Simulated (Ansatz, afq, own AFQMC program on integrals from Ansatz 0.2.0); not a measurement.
Integrals from Ansatz 0.2.0, then the random walk in our own AFQMC program (afq).

```yaml
crystal:
  periodic: [false, false, false]
  atoms:
    - {symbol: Cl, position_ang: [-1.967020, 0.251057, 0.000000]}
    - {symbol: H, position_ang: [-0.314020, 0.251057, 0.000000]}
    - {symbol: N, position_ang: [1.005980, 0.251057, 0.000000]}
    - {symbol: H, position_ang: [1.275061, -0.753170, 0.000000]}
basis:
  gaussian: {orbitals: cc-pVTZ}
magnetization: {spin_polarized: true, initial_magnetization: 2}
correlation: {method: ccsd_t, electrons: outside_noble_gas, hamiltonian_folder: ham}
```

```sh
$ ansatz run in.yaml --threads 1 --pin off --events-out ev --progress --plain --max-ram 16896MiB --backend cuda --devices 0, --max-vram 18GiB
```

Options of the walk:

```
--method phaseless --trial cisd --walkers 1500 --populations 20 --least-time 60 --time-step 0.005 --steps-per-block 50 --equilibration-blocks 28 --max-blocks 4000 --target-error 0.00022 --factor-cut 1e-05 --start spin_pure --seed 7425 --release-times 0.24,0.51,0.99,1.62,2.4 --release-step 0.03 --release-every 3 --taylor-order 6
```

Times are imaginary, in 1/Eh. The walk had a cap of 244 s. With eight or more populations the least sampling time is a fifth of least-time, and the error comes from their spread.

Output of the walk:

```
orbitals 86  electrons 8 6  factors 529 of 537
reference energy -515.04205216 Eh
CCSD correlation -0.39602922 Eh in 19 cycles, weight of the determinant in the CISD state 0.8554
energy of the start -515.432848 Eh
 block  time / (1/Eh)  mean weight  energy / Eh
     1     0.250  0.9996  -515.431073
     2     0.500  1.0003  -515.438013
     3     0.750  1.0000  -515.443309
     4     1.000  0.9998  -515.448840
     5     1.250  1.0009  -515.449841
     8     2.000  0.9995  -515.452755
    13     3.250  0.9997  -515.452106
    22     5.500  1.0003  -515.453008
    31     7.750  0.9999  -515.453024
    40    10.000  1.0002  -515.454658
    49    12.250  1.0006  -515.453486
    55    13.750  1.0004  -515.451850
    58    14.500  1.0006  -515.454847
    67    16.750  0.9998  -515.454690
    76    19.000  1.0002  -515.453145
    85    21.250  0.9996  -515.453922
    94    23.500  0.9998  -515.455123
   103    25.750  0.9991  -515.454389
   112    28.000  1.0003  -515.455174
   121    30.250  1.0009  -515.456968
   127    31.750  1.0006  -515.453834
error from the spread of 20 populations
released: time / (1/Eh)  energy / Eh  error  mean overlap
  0.24  -515.454701  0.000181  0.9936
  0.51  -515.455094  0.000198  0.9856
  0.99  -515.455605  0.000238  0.9744
  1.62  -515.455920  0.000292  0.9741
  2.40  -515.456582  0.000482  0.9497
energy -515.454007 +/- 0.000215 Eh
(rows thinned)
```

The run passed its tests (sampling time, drift between the halves within three errors, error under three times the target), which doesn't prove that it has relaxed.

Against this walk (error 5.9 meV) on the same determinant: CCSD(T) 22.4 meV higher. The error is statistical and leaves out the bias of the constraint. None of these is a sure reference here. The released energies are still falling (meV from the phaseless value at times in 1/Eh: -19 ± 5 at 0.24, -30 ± 5 at 0.51, -43 ± 6 at 0.99, -52 ± 8 at 1.62, -70 ± 13 at 2.40), so they give no level; they do show a bias of the constraint, and the last of them that isn't too noisy lies 74 meV below CCSD(T).

Cautions: constraint bias not in the error; lower spins were not checked; unrestricted determinant slightly spin contaminated (⟨S²⟩ 2.08 against 2.00).

The walk took 3.2 min on 1 × NVIDIA H100 80GB HBM3 with 2 threads of AMD EPYC 7R13 Processor (Zen 3), on a shared host (the card was shared). The log's last line is the phaseless energy.

A walk keeps the symmetry of its determinant, which the program's search chose and which needn't be the lowest solution, so a lower state of the same spin and another symmetry isn't excluded.
